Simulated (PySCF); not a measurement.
**Which functional comes closest?**

Molecule: Butanal (CCCC=O, C4H8O).

Geometry:
```csv
atom,x (Å),y (Å),z (Å)
C1,-1.712,-0.105,0.639
C2,-0.256,-0.504,0.468
C3,0.535,0.479,-0.375
C4,1.984,0.127,-0.546
O5,2.518,-0.832,-0.057
H6,-2.259,-0.838,1.251
H7,-1.806,0.875,1.134
H8,-2.228,-0.033,-0.332
H9,-0.184,-1.503,0.009
H10,0.234,-0.603,1.450
H11,0.501,1.502,0.049
H12,0.103,0.592,-1.388
H13,2.571,0.844,-1.181
```

Geometry PBE0-D3(BJ)/def2-SVP throughout; GIAO in PySCF, gas phase, one conformer, non-relativistic; equivalent atoms averaged; basis pcSseg-2.

Reference values (measured; solution, not stated per compound (mostly CDCl3 or CCl4); Pretsch, Buehlmann, Badertscher, Structure Determination of Organic Compounds, 4th ed. (2009)): δ(C3) = 45.7 ppm, δ(C2) = 15.7 ppm, δ(C1) = 13.3 ppm, δ(H11/H12) = 2.37 ppm, δ(H9/H10) = 1.64 ppm, δ(H6/H7/H8) = 0.97 ppm. Computed shifts are taken against TMS, calculated as an isolated molecule at each level.

**Question.** How do the functionals HF, LDA, PBE, BLYP, BP86, OPBE, KT2, KT3, B97-D, B3LYP, PBE0, mPW1PW91, WP04, B97-2, BHandHLYP, CAM-B3LYP, wB97X-D, LC-wPBE perform against the reference? Times are CPU seconds on shared hosts with different chips, so compare them loosely; the GGAs took longer than the global hybrids here, which isn't the general rule, and the cause wasn't traced.

**Answer.** 
```tsv
functional	kind	C3	C2	C1	H11/H12	H9/H10	H6/H7/H8	mean abs. error C	mean abs. error H	core-s
HF	Hartree–Fock	46.0	17.2	15.6	2.09	1.56	0.95	1.4	0.13	35
LDA	LDA	60.0	17.7	13.8	2.59	1.63	0.88	5.6	0.11	73
PBE	GGA	56.7	19.6	15.6	2.49	1.62	0.91	5.7	0.07	92
BLYP	GGA	57.5	21.0	16.4	2.45	1.64	0.96	6.7	0.03	100
BP86	GGA	56.0	19.5	15.6	2.48	1.62	0.91	5.5	0.06	86
OPBE	GGA	53.2	19.6	15.8	2.50	1.62	0.87	4.6	0.08	110
KT2	GGA	53.7	19.1	15.3	2.40	1.65	0.92	4.5	0.03	91
KT3	GGA	52.6	20.4	16.2	2.39	1.66	0.93	4.8	0.03	88
B97-D	GGA	54.5	20.6	16.4	2.45	1.65	0.95	5.6	0.04	85
B3LYP	global hybrid	54.8	19.7	16.0	2.38	1.62	0.94	5.3	0.02	53
PBE0	global hybrid	53.4	18.4	15.3	2.38	1.59	0.89	4.1	0.05	58
mPW1PW91	global hybrid	53.1	18.5	15.4	2.38	1.59	0.89	4.1	0.05	55
WP04	global hybrid	51.4	21.3	16.8	2.30	1.61	0.90	4.9	0.06	42
B97-2	global hybrid	52.3	19.1	15.8	2.37	1.60	0.91	4.2	0.03	41
BHandHLYP	global hybrid	51.4	18.5	15.7	2.27	1.59	0.94	3.6	0.06	41
CAM-B3LYP	range-separated hybrid	54.0	18.5	15.2	2.35	1.60	0.94	4.3	0.03	57
wB97X-D	range-separated hybrid	52.6	18.3	15.3	2.34	1.57	0.90	3.8	0.06	56
LC-wPBE	range-separated hybrid	51.4	16.7	14.5	2.33	1.53	0.87	2.6	0.08	76
```

For $^{13}$C the closest is HF (1.4 ppm) and the furthest BLYP (6.7 ppm).

For $^{1}$H the closest is B3LYP (0.02 ppm, with KT3, KT2, CAM-B3LYP, BLYP, B97-2, B97-D, PBE0, mPW1PW91 practically level) and the furthest HF (0.13 ppm). One molecule is a small sample, and vibrational and solvent effects are absent from the calculation.
